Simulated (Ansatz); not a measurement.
C4H5NO can be A, `Cc1ccon1`, or B, `C=C1COC1=N`.

Gas-phase electronic energies from Ansatz, PBE0-D4/def2-TZVP geometries. CCSD(T)/CBS adds triple-zeta CCSD(T) − MP2 to the extrapolated MP2 energy (def2 sets, frozen cores). Functionals use def2-TZVPP. B3LYP here is the variant with VWN-RPA as its local correlation; programs differ in this. One conformer a species, not always the lowest.

Task: Which is lower in electronic energy at CCSD(T)/CBS, and by how much? (An estimate is asked.)

Result: Computed: A, by 8.9 kcal/mol.

Task: Give E(B) − E(A) in kcal/mol with B2PLYP, B3LYP, r2SCAN-D4, CCSD(T)/def2-TZVPP, PBE-D4, CCSD/def2-TZVPP, PBE0-D4. (Best estimate.)

Result: Computed: B2PLYP 9.5, B3LYP 8.1, r2SCAN-D4 10.5, CCSD(T)/def2-TZVPP 8.8, PBE-D4 10.3, CCSD/def2-TZVPP 7.1, PBE0-D4 9.9. None reverses the order clearly.

Largest T1 diagnostic: 0.015.

In def2-TZVPP, CCSD(T) changes the Hartree–Fock value by +6.5 kcal/mol (the triples alone add +1.6 kcal/mol) and MP2 by +9.8 kcal/mol.
